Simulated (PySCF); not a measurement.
**TDDFT beside published excitation energies**

Published values to compare with (the computed states carry no symmetry labels, so the two lists aren't matched line by line):

```json
{"state": "3Σu+(π→π*)", "E (eV)": "4.10", "f": "", "kind of transition": "vertical absorption", "source": "[1]"}
{"state": "3Δu(π→π*)", "E (eV)": "4.78", "f": "", "kind of transition": "vertical absorption", "source": "[1]"}
{"state": "1Σu-(π→π*)", "E (eV)": "4.81", "f": "", "kind of transition": "0-0 transition", "source": "[2]"}
{"state": "1Δu(π→π*)", "E (eV)": "5.06", "f": "", "kind of transition": "0-0 transition", "source": "[2]"}
{"state": "1Σu-(π→π*)", "E (eV)": "5.33", "f": "", "kind of transition": "vertical absorption", "source": "[3]"}
{"state": "1Σu-(π→π*)", "E (eV)": "5.33", "f": "", "kind of transition": "vertical absorption", "source": "[1]"}
{"state": "1Δu(π→π*)", "E (eV)": "5.61", "f": "", "kind of transition": "vertical absorption", "source": "[3]"}
{"state": "1Δu(π→π*)", "E (eV)": "5.61", "f": "", "kind of transition": "vertical absorption", "source": "[1]"}
```

[1] computed, theoretical best estimate (aug-cc-pVTZ, frozen core, CC3 geometry), gas; Veril, Scemama, Caffarel, Lipparini, Boggio-Pasqua, Jacquemin, Loos, WIREs Comput. Mol. Sci. 2021, 11, e1517 (QUESTDB)
[2] measured, gas; Loos, Lipparini, Boggio-Pasqua, Scemama, Jacquemin (2019), arXiv:1912.04173, literature columns
[3] computed, theoretical best estimate (aug-cc-pVTZ), revised with CC4, gas; Loos, Lipparini, Matthews, Blondel, Jacquemin, revising reference values with EOM-CC4 (2022), arXiv:2204.11658

Butadiyne, C₄H₂.
SMILES: `C#CC#C`

Theory: TDDFT PBE0/def2-SVPD, vertical, gas phase, core orbitals frozen in the response (PySCF 2.14.0, density-fitted response routines). Isolated species at its GFN2-xTB geometry, gas phase.

Computed singlets: 4.83 eV (f 0.000); 5.05 eV (f 0.000 summed over 2 states); 7.32 eV (f 0.000); 7.55 eV (f 0.000 summed over 2 states); 7.61 eV (f 0.000 summed over 2 states). Computed triplets (Tamm–Dancoff): 3.80, 4.24, 4.24 eV.

Task: How does the lowest computed singlet compare with the best estimate listed for the lowest singlet (vertical absorption)?

Result: 4.83 eV against 5.33 eV for 1Σu-(π→π*) [3]: a difference of -0.50 eV. Geometry and basis of the two calculations needn't be the same.

Task: How does the lowest computed triplet compare with the best estimate listed for the lowest triplet (vertical absorption)?

Result: 3.80 eV against 4.10 eV for 3Σu+(π→π*) [1]: a difference of -0.30 eV. Geometry and basis of the two calculations needn't be the same.

Note on [3]: revises the 2021 QUESTDB value.

Adiabatic (Te) and 0-0 energies refer to the relaxed excited state and aren't the vertical quantity computed here.
